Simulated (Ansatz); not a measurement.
**Nudged elastic band run: H$_{3}$S$_{3}$, charge +1**

Input:

```yaml
crystal:
  periodic: [false, false, false]
  atoms:
    - { symbol: S, position_ang: [-1.756922, -0.002511, -0.655366] }
    - { symbol: S, position_ang: [-0.246167, 0.955071, 0.420784] }
    - { symbol: S, position_ang: [0.887546, -0.325787, 1.617193] }
    - { symbol: H, position_ang: [-0.936045, -0.785024, -1.404707] }
    - { symbol: H, position_ang: [0.64508, 1.220949, -0.577373] }
    - { symbol: H, position_ang: [1.406509, -1.062688, 0.599469] }
total_charge: 1
basis:
  gaussian: { orbitals: def2-SVPD }
hamiltonian:
  xc: r2scan
  dispersion: d4
neb:
  order_check: false
  images: 7
  f_tol: 0.05
  max_iterations: 60
  final_atoms:
    - { symbol: S, position_ang: [-2.04037433, 0.07085194, -0.83701679] }
    - { symbol: S, position_ang: [-0.11038446, 0.56302707, -0.94380766] }
    - { symbol: S, position_ang: [0.789628, -0.02929579, 1.09529702] }
    - { symbol: H, position_ang: [-1.95639756, -1.19976377, -1.32666861] }
    - { symbol: H, position_ang: [1.36956628, 1.16981611, 1.38442888] }
    - { symbol: H, position_ang: [1.94796308, -0.57462556, 0.62776716] }
  initial_path:
    images:
      - { positions_ang: [[-1.756922, -0.002511, -0.655366], [-0.246167, 0.955071, 0.420784], [0.887546, -0.325787, 1.617193], [-0.936045, -0.785024, -1.404707], [0.64508, 1.220949, -0.577373], [1.406509, -1.062688, 0.599469]] }
      - { positions_ang: [[-1.8102773, -0.03902109, -0.66465942], [-0.25517659, 0.9539073, 0.28981159], [0.89333072, -0.25730968, 1.53874359], [-1.04441305, -0.86162399, -1.4131601], [0.795393, 1.2454225, -0.325708], [1.42114421, -1.04136504, 0.57497234]] }
      - { positions_ang: [[-1.86363259, -0.07553118, -0.67395283], [-0.26418617, 0.9527436, 0.15883918], [0.89911543, -0.18883236, 1.46029418], [-1.1527811, -0.93822398, -1.42161321], [0.945706, 1.26989599, -0.07404299], [1.43577943, -1.02004207, 0.55047568]] }
      - { positions_ang: [[-1.91698789, -0.11204127, -0.68324625], [-0.27319576, 0.9515799, 0.02786676], [0.90490015, -0.12035504, 1.38184477], [-1.26114915, -1.01482397, -1.43006631], [1.09601901, 1.29436949, 0.17762201], [1.45041464, -0.99871911, 0.52597902]] }
      - { positions_ang: [[-1.97034318, -0.14855136, -0.69253967], [-0.28220535, 0.9504162, -0.10310565], [0.91068487, -0.05187772, 1.30339536], [-1.3695172, -1.09142397, -1.43851942], [1.24633201, 1.31884299, 0.42928701], [1.46504985, -0.97739615, 0.50148236]] }
      - { positions_ang: [[-1.98785097, -0.09370053, -0.72865895], [-0.23925013, 0.85356892, -0.31328115], [0.88042065, -0.04623223, 1.25137078], [-1.51623729, -1.11850892, -1.41055671], [1.27714057, 1.28158627, 0.66807248], [1.58577816, -0.8767035, 0.53305356]] }
      - { positions_ang: [[-2.00535876, -0.03884971, -0.76477823], [-0.19629491, 0.75672163, -0.52345666], [0.85015643, -0.04058675, 1.19934619], [-1.66295738, -1.14559387, -1.38259401], [1.30794914, 1.24432955, 0.90685795], [1.70650647, -0.77601085, 0.56462476]] }
      - { positions_ang: [[-2.02286654, 0.01600111, -0.80089751], [-0.15333968, 0.65987435, -0.73363216], [0.81989222, -0.03494127, 1.14732161], [-1.80967747, -1.17267882, -1.35463131], [1.33875771, 1.20707283, 1.14564341], [1.82723477, -0.6753182, 0.59619596]] }
      - { positions_ang: [[-2.04037433, 0.07085194, -0.83701679], [-0.11038446, 0.56302707, -0.94380766], [0.789628, -0.02929579, 1.09529702], [-1.95639756, -1.19976377, -1.32666861], [1.36956628, 1.16981611, 1.38442888], [1.94796308, -0.57462556, 0.62776716]] }
```

Run as:

```bash
$ ansatz run input.yaml --threads 2 --pin off --max-ram 3072MiB --backend cpu --events-out ev --progress --plain --runs-dir out
```

Output, in part (warnings, iteration lines, the closing report on the highest movable image, with atoms numbered from 0; the dipole of an ion depends on the origin):

```
NEB end point (image 0): max|allowed force component| = 1.564e-2 eV/Å (the criterion of neb.relax_end_points is 1.000e-2)
NEB end point (image 8): max|allowed force component| = 2.034e-2 eV/Å (the criterion of neb.relax_end_points is 1.000e-2)
NEB iter   1: max|band force component| = 3.590e0 eV/Å  barrier→ = 1.7847 eV  barrier← = 2.0538 eV  Δτ_max = 0.2000 Å  (251 SCF iters)
NEB iter   2: max|band force component| = 2.177e0 eV/Å  barrier→ = 1.4963 eV  barrier← = 1.7654 eV  Δτ_max = 0.2000 Å  (251 SCF iters)
NEB iter   3: max|band force component| = 1.606e0 eV/Å  barrier→ = 1.3545 eV  barrier← = 1.6236 eV  Δτ_max = 0.1971 Å  (235 SCF iters)
NEB iter   4: max|band force component| = 2.220e0 eV/Å  barrier→ = 1.1464 eV  barrier← = 1.4155 eV  Δτ_max = 0.0990 Å  (244 SCF iters)
NEB iter   5: max|band force component| = 1.692e0 eV/Å  barrier→ = 1.0240 eV  barrier← = 1.2932 eV  Δτ_max = 0.0998 Å  (224 SCF iters)
NEB iter   6: max|band force component| = 6.548e-1 eV/Å  barrier→ = 0.9979 eV  barrier← = 1.2670 eV  CI = image 2  Δτ_max = 0.1954 Å  (231 SCF iters)
NEB iter   7: max|band force component| = 2.496e0 eV/Å  barrier→ = 1.1831 eV  barrier← = 1.4523 eV  CI = image 2  Δτ_max = 0.1012 Å  (238 SCF iters)
NEB iter   8: max|band force component| = 5.225e-1 eV/Å  barrier→ = 1.0978 eV  barrier← = 1.3670 eV  CI = image 2  Δτ_max = 0.1229 Å  (222 SCF iters)
NEB iter   9: max|band force component| = 2.253e-1 eV/Å  barrier→ = 1.0585 eV  barrier← = 1.3277 eV  CI = image 2  Δτ_max = 0.1999 Å  (218 SCF iters)
NEB iter  10: max|band force component| = 2.692e-1 eV/Å  barrier→ = 1.0538 eV  barrier← = 1.3230 eV  CI = image 2  Δτ_max = 0.1002 Å  (230 SCF iters)
NEB iter  11: max|band force component| = 1.693e-1 eV/Å  barrier→ = 1.0497 eV  barrier← = 1.3188 eV  CI = image 2  Δτ_max = 0.1001 Å  (218 SCF iters)
NEB iter  12: max|band force component| = 1.263e-1 eV/Å  barrier→ = 1.0472 eV  barrier← = 1.3163 eV  CI = image 2  Δτ_max = 0.0997 Å  (218 SCF iters)
NEB iter  13: max|band force component| = 1.309e-1 eV/Å  barrier→ = 1.0461 eV  barrier← = 1.3153 eV  CI = image 2  Δτ_max = 0.0999 Å  (216 SCF iters)
NEB iter  14: max|band force component| = 1.085e-1 eV/Å  barrier→ = 1.0458 eV  barrier← = 1.3149 eV  CI = image 2  Δτ_max = 0.0498 Å  (219 SCF iters)
NEB iter  15: max|band force component| = 1.143e-1 eV/Å  barrier→ = 1.0456 eV  barrier← = 1.3148 eV  CI = image 2  Δτ_max = 0.0499 Å  (218 SCF iters)
NEB iter  16: max|band force component| = 1.044e-1 eV/Å  barrier→ = 1.0456 eV  barrier← = 1.3147 eV  CI = image 2  Δτ_max = 0.0992 Å  (218 SCF iters)
NEB iter  17: max|band force component| = 9.251e-2 eV/Å  barrier→ = 1.0456 eV  barrier← = 1.3147 eV  CI = image 2  Δτ_max = 0.1002 Å  (214 SCF iters)
NEB iter  18: max|band force component| = 8.764e-2 eV/Å  barrier→ = 1.0455 eV  barrier← = 1.3147 eV  CI = image 2  Δτ_max = 0.0998 Å  (211 SCF iters)
NEB iter  19: max|band force component| = 8.185e-2 eV/Å  barrier→ = 1.0455 eV  barrier← = 1.3147 eV  CI = image 2  Δτ_max = 0.0999 Å  (200 SCF iters)
NEB iter  20: max|band force component| = 9.539e-2 eV/Å  barrier→ = 1.0455 eV  barrier← = 1.3147 eV  CI = image 2  Δτ_max = 0.0499 Å  (202 SCF iters)
NEB iter  21: max|band force component| = 4.157e-2 eV/Å  barrier→ = 1.0455 eV  barrier← = 1.3147 eV  CI = image 2  Δτ_max = 0.0000 Å  (404 SCF iters)
Total energy: -32533.47159383 eV, -1195.5830290942 hartree
Atom 0 at    -1.675124    -0.437837    -0.513018 Å, force     0.000098     0.000098     0.000058 eV/Å
Atom 1 at    -0.544001     1.055564     0.290938 Å, force     0.000238    -0.000055     0.000147 eV/Å
Atom 2 at     1.315956     0.125227     1.342883 Å, force    -0.000094     0.000669    -0.001250 eV/Å
Atom 3 at    -1.032276    -0.480231    -1.712889 Å, force     0.000097    -0.000009    -0.000294 eV/Å
Atom 4 at     0.848137     0.836965    -0.204423 Å, force    -0.000217    -0.000456     0.001084 eV/Å
Atom 5 at     1.087310    -1.099678     0.796509 Å, force    -0.000121    -0.000247     0.000255 eV/Å
Dipole moment:     0.162728    -0.159908    -0.347217 e Å
```

It converged. The profile has 2 maxima (images 2, 6) with wells between them (image 4): this band takes more than one step, which may be the mechanism or a detour left from its start path. Neighbouring images differ by up to 1.2 eV, so the band resolves the path poorly. A vibrational analysis at the climbing image gives one clearly imaginary mode, 985i cm⁻¹: a first-order saddle point. The orbitals stay closed-shell, which can raise the energy where a bond breaks towards radicals; this wasn't checked here.

Final band (atoms are numbered from 1 in the order of the input):

```csv
image,path coordinate (Å),energy (eV),S2–H5 (Å),S3–H5 (Å)
0,0.00,0.00,1.36,2.70
1,0.70,0.20,1.35,2.50
2,1.41,1.05,1.49,1.77
3,2.49,-0.19,2.69,1.36
4,3.58,-0.23,2.84,1.36
5,4.66,-0.22,2.87,1.36
6,5.75,-0.15,2.85,1.36
7,6.83,-0.23,2.78,1.36
8,7.92,-0.27,2.82,1.36
```

Time of the run: 6.5 min on 2 threads of Intel(R) Xeon(R) Platinum 8259CL CPU @ 2.50GHz (Skylake/Cascade Lake), with other jobs on the host, peak memory 0.19 GiB.
